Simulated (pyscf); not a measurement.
HO–B(F)–F (SMILES OB(F)F) + H• (SMILES [H]) → H₂O (SMILES O) + [F–B–F]• (SMILES F[B]F) (substitution at O; doublet surface; B–O broken, H–O formed). Structures and frequencies: ωB97X-D3(BJ)/def2-SVP in PySCF. Correlated levels are frozen-core, on RHF or UHF. ΔMP2 is the change of the MP2 total energy from the triple- to the quadruple-zeta basis. Energies in kJ/mol from the separated reactants.

```csv
level,barrier,reaction energy
B3LYP-D3(BJ)/def2-TZVP,123.2,+123.1
M06-2X/def2-TZVP,148.9,+136.4
ωB97M-D3(BJ)/def2-TZVP,152.0,+138.3
MP2/def2-QZVPP,171.5,+134.4
CCSD/def2-TZVPP,168.3,+125.3
CCSD(T)/def2-TZVPP,…,+126.9
CCSD(T)/def2-TZVPP + ΔMP2(QZVPP),…,…
```

Task: What belongs in the gaps?

Result: 
- CCSD(T)/def2-TZVPP, barrier: 160.6
- CCSD(T)/def2-TZVPP + ΔMP2(QZVPP), barrier: 157.5
- CCSD(T)/def2-TZVPP + ΔMP2(QZVPP), reaction energy: +124.1

Of the functionals in the table, ωB97M-D3(BJ) is closest to CCSD(T)/def2-TZVPP + ΔMP2(QZVPP) in the barrier (5.5 kJ/mol apart) and B3LYP-D3(BJ) least close (34.2 kJ/mol); that level has limits of its own. On the product side the descent ends in an adduct with a B–O contact, 32.3 kJ/mol under the separated species and 60.0 kJ/mol under the saddle at ωB97X-D3(BJ)/def2-TZVP. What is counted as broken (B–O) persists as a longer contact in the product adduct; parting that adduct is a step of its own. The same reactants have a lower exit, to •O–B(F)–F + H₂ (barrier +88.6 kJ/mol at ωB97M-D3(BJ), against +152.0 kJ/mol here). One saddle was located; it need not be the lowest between these sides. The angle at the attacked O is 120°. The CCSD(T) − MP2 part came from Ansatz, without density fitting, on the same reference.
